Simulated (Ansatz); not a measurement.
Write a Python script for Ansatz 0.2.0 through its Python package that makes a relaxed scan of one distance of FH4Si2, SMILES F[SiH][SiH3]. Use (for the species named): PBE0, def2-SVP basis, multiplicity 2, D4 dispersion.

```xyz
7

F    -0.3865   -2.0461    1.2975
Si   -0.3196   -1.3568   -0.1788
Si    0.4164    0.8140   -0.0928
H    -1.5723   -1.4189   -0.8449
H     0.5752    1.3633   -1.4713
H    -0.4757    1.7035    0.6907
H     1.8238    0.8729    0.5539
```

Script `relaxed_scan_fh4si2.py`:
```python
import ansatz as az
from ase import Atoms
import numpy as np


def main() -> None:
    atoms = Atoms(["F", "Si", "Si", "H", "H", "H", "H"], positions=[
        (-0.3865, -2.0461, 1.2975),
        (-0.3196, -1.3568, -0.1788),
        (0.4164, 0.814, -0.0928),
        (-1.5723, -1.4189, -0.8449),
        (0.5752, 1.3633, -1.4713),
        (-0.4757, 1.7035, 0.6907),
        (1.8238, 0.8729, 0.5539),
    ])
    geometry = az.Crystal.molecule_from_ase(atoms)

    setup = (
        geometry.calculation()
        .basis(gaussian="def2-SVP")
        .functional("PBE0", dispersion="d4")
        .spin("collinear", total=1)
    )
    symbols = [site.symbol for site in geometry.cartesian_sites]
    pairs = [(0, 1), (1, 2), (1, 3), (2, 4), (2, 5), (2, 6)]
    print("held (A)   E (eV)        ", "  ".join(f"{symbols[i]}{i}-{symbols[j]}{j}" for i, j in pairs))
    for length in [1.36, 1.48, 1.6, 1.78, 2.0]:
        summary = setup.relax(constraints=[az.DistanceConstraint((2, 5), at=length)], force_tolerance=0.02, max_steps=60).run(threads=1, pin="off").report
        xyz = np.array(summary["positions_ang"])
        print(f"{length:6.2f} {summary['free_energy_ev']:14.5f}  ", "  ".join(f"{np.linalg.norm(xyz[i] - xyz[j]):.3f}" for i, j in pairs))


if __name__ == "__main__":
    main()
```

```console
$ python relaxed_scan_fh4si2.py
held (A)   E (eV)         F0-Si1  Si1-Si2  Si1-H3  Si2-H4  Si2-H5  Si2-H6
DeckWarning: relax.constraints: the input's atoms, or those drawn, lie off the distances that are held; a relaxation that starts there is brought onto them ahead of its first SCF, by positions alone, an atom by 6.18e-2 Å at the most. With the symmetry detection on, the symmetry is detected on the input's atoms as so brought (as typed, where only the drawn atoms reach the distances), and notices that speak of the structure as typed mean those atoms
  1.36   -18520.43847   1.637  2.348  1.501  1.496  1.360  1.494
  1.48   -18520.63749   1.636  2.345  1.501  1.496  1.480  1.493
  1.60   -18520.55961   1.635  2.342  1.501  1.495  1.600  1.492
  1.78   -18520.17317   1.634  2.338  1.500  1.494  1.780  1.492
  2.00   -18519.52737   1.632  2.327  1.498  1.493  2.000  1.490
```
(Warnings from the package without file and line, repeats left out.)

Notes:
- These settings explore the input space; basis and method may be short of convergence.
- The energies are electronic: no zero-point or thermal terms, and the basis set is short of its limit.
- The species is open-shell (spin multiplicity 2).
- Wall time of the script: 2.1 min on 1 thread of Arm Neoverse V1, with other jobs on the host, peak memory 0.24 GiB.
